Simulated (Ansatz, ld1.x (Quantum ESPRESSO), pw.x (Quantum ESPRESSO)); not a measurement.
**rhenium (Re): one change to the TM potential, in the atom and in the fcc crystal**

Re (Z = 75), norm-conserving Troullier–Martins (Kleinman–Bylander form), made with ld1.x (Quantum ESPRESSO) 7.5 (LDA (PW92), scalar-relativistic). Core [Xe] 4f14, reference 5d5 6s2 6p0. Waves: 6p (bound, empty): rc 3.15 bohr; 5d (bound): rc 1.40 bohr; 6s (bound): rc 2.25 bohr. Local part: the s channel. Core correction: none.

Change: core correction a·sin(br)/r model core inside 1.26 bohr.

Cutoffs, loose and tight: the cutoffs (Ry, on a coarse ladder) from which the occupation-weighted sum of valence levels, in a spherical-Bessel basis at the reference potential, stays within 10 and 1 mRy of its value at 400 Ry. They do not see the model core or the augmentation charge, which bear on the density cutoff. Test errors are all-electron minus pseudo excitation energies from the reference, over the configurations 5d5 6s1 6p0; 5d5 6s0 6p0; 5d4 6s0 6p0; 5d5.5 6s1.5 6p0; 5d5 6s0 6p2; 5d6 6s0 6p0; 5d5 6s0 6p1 (two spin-polarised tests are not counted in the largest error); variants that change the core or the reference have their own tests.

Crystal test: fcc Re in pw.x 7.5, no spin, 15³ k-points, Fermi–Dirac smearing 0.01 Ry, cutoffs set for each file from its atomic test. The reference is all-electron LAPW (Ansatz 0.2.0) with the same functional, mesh and smearing; V0 and B0 come from Birch–Murnaghan fits to the pressures at five volumes. Errors are pseudo minus all-electron; Δ is the rms difference of the E(V) curves that follow from these fits, minima aligned, over ±6 % about the mean V0. Mesh and smearing are coarse, so the numbers serve the comparison and aren't converged zero-temperature values; the lattice is a test structure that the element need not adopt.

All-electron: a0 = 3.862 Å (V0 = 14.40 Å³/atom), B0 = 399.9 GPa.

Question: Does the change bring the crystal closer to the all-electron result?

Answer: The mean pressure error goes from +3.50 to +11.02 GPa, so the change moves the solid further from the all-electron pressures.

| quantity | base | changed |
| --- | --- | --- |
| outcome (atom) | generated | generated |
| cutoff, loose (atom) | 35 Ry | 35 Ry |
| cutoff, tight (atom) | 55 Ry | 55 Ry |
| bound ghosts (atom) | none | none |
| largest test error (meV) (atom) | -46 | -167 |
| cutoffs in pw.x (Ry) | 70/280 | 70/280 |
| a0 (Å) | 3.872 | 3.895 |
| a0 error (%) | +0.28 | +0.86 |
| B0 error (%) | -0.9 | -1.1 |
| Δ (meV/atom) | 10.7 | 32.9 |
| mean pressure error (GPa) | +3.50 | +11.02 |

Base: The largest radius (3.15 bohr) exceeds half the bond length (2.58 bohr), so the spheres overlap, which is one possible source of error among others. Changed file: The largest radius (3.15 bohr) exceeds half the bond length (2.58 bohr), so the spheres overlap, which is one possible source of error among others. This is a poor potential for the solid. The atomic cutoffs weigh occupied waves only.
